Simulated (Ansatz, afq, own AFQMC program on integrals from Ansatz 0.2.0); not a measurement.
Two steps: Ansatz 0.2.0 writes the Fock matrix and Cholesky factors of the valence space, and afq projects on them the lowest state that overlaps trial and start.

```yaml
crystal:
  periodic: [false, false, false]
  atoms:
    - {symbol: Si, position_ang: [0.000000, -0.060035, 0.608517]}
    - {symbol: O, position_ang: [0.000000, 0.067152, -1.044036]}
    - {symbol: H, position_ang: [0.000000, 1.383737, 1.119813]}
    - {symbol: H, position_ang: [0.000000, -0.776845, -1.503308]}
basis:
  gaussian: {orbitals: cc-pVDZ}
magnetization: {spin_polarized: false}
correlation: {method: ccsd_t, electrons: outside_noble_gas, hamiltonian_folder: ham}
```

```sh
$ ansatz run in.yaml --threads 1 --pin off --events-out ev --progress --plain --max-ram 1382MiB
```

afq runs on the folder ham with

```
--method phaseless --trial hf --walkers 120 --populations 1 --least-time 40 --time-step 0.005 --steps-per-block 20 --equilibration-blocks 112 --max-blocks 600 --target-error 0.00126 --factor-cut 1e-05 --seed 6846 --taylor-order 6
```

Times are imaginary, in 1/Eh. The walk had a cap of 513 s.

afq prints:

```
orbitals 36  electrons 6 6  factors 272 of 400
reference energy -364.94175725 Eh
CCSD correlation -0.29810360 Eh in 11 cycles, weight of the determinant in the CISD state 0.8780
energy of the start -364.941757 Eh
 block  time / (1/Eh)  mean weight  energy / Eh
     1     0.100  1.0014  -365.032154
     2     0.200  1.0033  -365.070227
     3     0.300  0.9992  -365.127289
     4     0.400  1.0003  -365.159864
     5     0.500  1.0049  -365.193185
     8     0.800  1.0009  -365.209940
    18     1.800  0.9988  -365.272514
    52     5.200  0.9985  -365.206003
    69     6.900  1.0040  -365.255729
   120    12.000  0.9996  -365.251827
   171    17.100  0.9992  -365.281212
   222    22.200  1.0011  -365.228411
   273    27.300  1.0011  -365.236152
   290    29.000  1.0014  -365.303907
   324    32.400  0.9983  -365.222832
   375    37.500  0.9992  -365.268093
   426    42.600  0.9992  -365.243556
   477    47.700  0.9981  -365.228477
   528    52.800  1.0000  -365.267840
   579    57.900  0.9981  -365.214436
   630    63.000  0.9974  -365.241713
   681    68.100  0.9994  -365.241447
   698    69.800  0.9998  -365.218398
blocks merged  error / Eh  count
     1  0.001200  600
     2  0.001585  300
     4  0.002021  150
     8  0.002433  75
    16  0.002959  37
    32  0.003006  18
    64  0.003338  9
energy -365.250903 +/- 0.003006 Eh
(rows thinned)
```

The run passed its tests (sampling time, drift between the halves within three errors, error under three times the target), which doesn't prove that it has relaxed.

Against this walk (error 81.8 meV) on the same determinant: CCSD(T) 104.0 meV higher (within the noise), CCSDT(Q) 63.1 meV higher (within the noise), a separate phaseless walk with a CISD trial and standard settings 31.5 ± 86.9 meV higher (within the noise). The error is statistical and leaves out the bias of the constraint.

Cautions: constraint bias not in the error; error above the target (81.8 against 34.3 meV); restricted determinant unstable towards unrestricted (UHF 29 meV lower, ⟨S²⟩ 0.22).

The walk took 84 s on 1 thread of AMD EPYC 9R14 (Zen 4) (shared host). The log's last line is the phaseless energy.

CCSDT and higher add their correlation energy to the determinant of the CCSD(T) run, since their own runs factorise the integrals more tightly (a shift of under 2 meV). A walk keeps the symmetry of its determinant, which the program's search chose and which needn't be the lowest solution, so a lower state of the same spin and another symmetry isn't excluded.
